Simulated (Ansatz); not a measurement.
Geometry optimisation, UKS PBE-D4/def2-SVP (Ansatz 0.2.0).

input.yaml

```yaml
crystal:
  periodic: [false, false, false]
  atoms:
    - { symbol: C, position_ang: [-0.3875, 1.351, -1.4163] }
    - { symbol: C, position_ang: [-0.0216, 0.5879, -0.6409] }
    - { symbol: C, position_ang: [0.4637, -0.3929, 0.3031] }
    - { symbol: O, position_ang: [0.7664, -1.6177, -0.3528] }
    - { symbol: S, position_ang: [-0.6505, -0.6445, 1.6747] }
    - { symbol: H, position_ang: [-0.8061, 2.1209, -2.1339] }
    - { symbol: H, position_ang: [1.488, -0.0664, 0.7203] }
    - { symbol: H, position_ang: [-0.1437, -2.0347, -0.3315] }
    - { symbol: H, position_ang: [-0.6202, 0.6501, 2.1601] }
magnetization:
  spin_polarized: true
basis:
  gaussian: { orbitals: def2-SVP }
hamiltonian:
  xc: pbe
  dispersion: d4
relax:
  f_tol: 0.02
  max_steps: 50
output:
  orbitals: {}
```

Run as:

```bash
$ ansatz run input.yaml --threads 2 --pin off --max-ram 3072MiB --backend cpu --events-out ev --progress --plain --runs-dir out
```

Q: Where does it end, and by what steps?

A: The forces met the threshold. The force dipped under the threshold on the way, but the program's further checks kept it going. After 24 steps the energy has fallen by 0.753 eV; H9 moved furthest, 1.11 Å.

```tsv
step	energy less start (eV)	largest force component (eV/Å)	accepted
0	0.0000	7.504	yes
1	-0.5572	1.225	yes
2	-0.6289	0.804	yes
3	-0.6620	0.439	yes
4	-0.6673	0.252	yes
5	-0.6715	0.180	yes
6	-0.6748	0.140	yes
7	-0.6796	0.115	yes
8	-0.6818	0.193	yes
9	-0.6826	0.296	yes
10	-0.6776	0.726	no
11	-0.6925	0.180	yes
12	-0.7004	0.315	yes
13	-0.7180	0.318	yes
14	-0.6773	0.661	no
15	-0.7353	0.152	yes
16	-0.7442	0.127	yes
17	-0.7402	0.392	no
18	-0.7489	0.200	yes
19	-0.7520	0.110	yes
20	-0.7446	0.612	no
21	-0.7524	0.016	yes
22	-0.7526	0.058	yes
23	-0.7514	0.162	no
24	-0.7527	0.013	yes
```

```xyz
9
Properties=species:S:1:pos:R:3
C -0.362 1.433 -1.346
C 0.125 0.627 -0.565
C 0.654 -0.395 0.339
O 0.540 -1.695 -0.169
S -0.078 -0.153 2.049
H -0.778 2.158 -2.032
H 1.737 -0.225 0.519
H -0.395 -1.828 -0.419
H -1.354 0.031 1.606
```

Run time: 64 s on 2 threads of Arm Neoverse V1, with other jobs on the host, peak memory 0.16 GiB.
